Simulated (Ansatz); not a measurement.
# Atomization energy of C₂H₂O, singlet, from cheap to dear

Geometry (MP2(full)/6-31G*, from the G2/97 set):

```xyz
5

C     0.0000    0.0000   -1.3018
C     0.0000    0.0000    0.0165
H     0.0000    0.9388   -1.8357
H     0.0000   -0.9388   -1.8357
O     0.0000    0.0000    1.1962
```

Measured, as an electronic atomization energy: 532.5 kcal/mol (G2/97 heats of formation of molecule and atoms, with zero-point and thermal terms from B3LYP taken off; Curtiss et al., J. Chem. Phys. 106, 1063 (1997), Staroverov et al., J. Chem. Phys. 119, 12129 (2003)). The measured value holds scalar relativity and spin–orbit coupling, which all computed ones lack, and core correlation, which the wave-function levels lack. Atoms are taken at the same level; beside RHF, RMP2 and RCC rows they are unrestricted. The atoms' steps beyond CCSDT(Q) are taken from restricted open-shell runs, which share full CI's core. Ansatz 0.2.0; the 6-31G* set has Cartesian d functions; a miss is computed less measured; times are wall times on shared hosts and scatter by a factor of two or so.

```csv
level,basis,miss (kcal/mol),time of the run,hardware
RHF,STO-3G,-161.3,0.15 s,1 CPU thread
RCCSD(T),STO-3G,-48.3,0.24 s,1 CPU thread
revPBE,STO-3G,48.2,0.27 s,1 CPU thread
PBE,STO-3G,69.2,0.31 s,1 CPU thread
RCCSD(T),6-31G,-87.5,0.33 s,1 CPU thread
B2PLYP,STO-3G,-2.1,0.39 s,1 CPU thread
RPA-PBE,STO-3G,-74.1,0.39 s,1 CPU thread
BCCD(T),6-31G,-87.3,0.39 s,1 CPU thread
revPBE,6-31G,-19.3,0.4 s,1 CPU thread
PBE0,6-31G,-26.2,0.43 s,1 CPU thread
RHF,6-31G*,-168.7,0.46 s,1 CPU thread
PBE,cc-pVDZ,19.8,0.48 s,1 CPU thread
revPBE,cc-pVDZ,0.1,0.51 s,1 CPU thread
RPA-PBE,6-31G,-121.2,0.54 s,1 CPU thread
B3LYP,cc-pVDZ,-7.5,0.57 s,1 CPU thread
RCCSD(T),cc-pVDZ,-42.8,0.67 s,1 CPU thread
r2SCAN,6-31G,-23.1,0.74 s,1 CPU thread
r2SCANh,6-31G,-31.5,0.76 s,1 CPU thread
RPA-PBE,6-31G*,-63.8,0.79 s,1 CPU thread
CISD,6-31G,-112.1,0.82 s,1 CPU thread
revPBE,cc-pVTZ,6.1,0.94 s,1 CPU thread
r2SCAN,cc-pVDZ,-1.3,1 s,1 CPU thread
B3LYP,cc-pVTZ,0.8,1.1 s,1 CPU thread
wB97M-V,STO-3G,42.8,1.3 s,1 CPU thread
PBE0,cc-pVTZ,4.8,1.5 s (with forces),1 CPU thread
RHF,cc-pVTZ,-164.1,1.6 s,1 CPU thread
RPA-PBE,cc-pVTZ,-42.5,1.8 s,1 CPU thread
r2SCAN0,cc-pVTZ,-11.0,1.9 s,1 CPU thread
wB97M-V,cc-pVDZ,-1.8,1.9 s,1 CPU thread
r2SCANh,cc-pVTZ,-0.8,2 s,1 CPU thread
CISD,cc-pVDZ,-79.9,2.1 s,1 CPU thread
wB97X-V,cc-pVTZ,0.1,3.4 s,1 CPU thread
wB97M-V,cc-pVTZ,2.6,4.3 s (with forces),1 CPU thread
full CI,STO-3G,-47.5,17 s,1 CPU thread
RCCSD(T),cc-pVQZ,-7.5,21 s,H100 + 2 CPU threads
PBE0,cc-pVQZ,5.6,21 s,H100 + 2 CPU threads
wB97M-V,cc-pVQZ,3.1,23 s,H100 + 2 CPU threads
RCCSDT(Q),cc-pVDZ,-41.8,32 s,1 CPU thread
RCCSDTQ,6-31G,-86.6,47 s,H100 + 2 CPU threads
RCCSD(T),cc-pVTZ,-16.0,47 s (with forces),1 CPU thread
```

HF's time is that of a plain UHF run.

The smallest set from which on each level stays within 1 kcal/mol of its own cc-pVQZ value: RHF none (cc-pVTZ is 1.0 kcal/mol off); PBE cc-pVTZ; r2SCAN cc-pVTZ; B3LYP cc-pVTZ; wB97M-V cc-pVTZ; B2PLYP none (cc-pVTZ is 3.2 kcal/mol off); RMP2 none (cc-pVTZ is 9.0 kcal/mol off); RCCSD(T) none (cc-pVTZ is 8.6 kcal/mol off).
